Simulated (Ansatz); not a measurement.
C₂H₂F₂, SMILES `F/C=C/F`, relaxed with RKS PBE0-D4/def2-TZVP in the Gaussian-basis code of Ansatz from a PBE-D4/def2-SVP geometry. The force threshold is 0.005 eV/Å; the program also tests the step.

Charge 0, multiplicity 1.

Start:

```xyz
6

F     1.421    0.885    0.612
C     0.601    0.213   -0.210
C    -0.601   -0.213    0.211
F    -1.421   -0.885   -0.612
H     0.990    0.048   -1.228
H    -0.990   -0.049    1.229
```

```
step  energy (eV)  largest force (eV/Å)  largest move (Å)
   1   -7534.4999                 0.849             0.000
   2   -7534.5332                 0.193             0.018
   3   -7534.5354                 0.033             0.005
   4   -7534.5355                 0.030             0.003
   5   -7534.5355                 0.029             0.001
   6   -7534.5355                 0.001             0.000
```

End:

```xyz
6

F     1.405    0.875    0.605
C     0.589    0.207   -0.213
C    -0.589   -0.207    0.213
F    -1.405   -0.875   -0.605
H     0.979    0.049   -1.210
H    -0.979   -0.049    1.210
```

Hardware: 4 threads of an Intel Xeon Platinum 8488C on a shared host. Wall time 4.5 s, peak host memory 0.23 GiB.
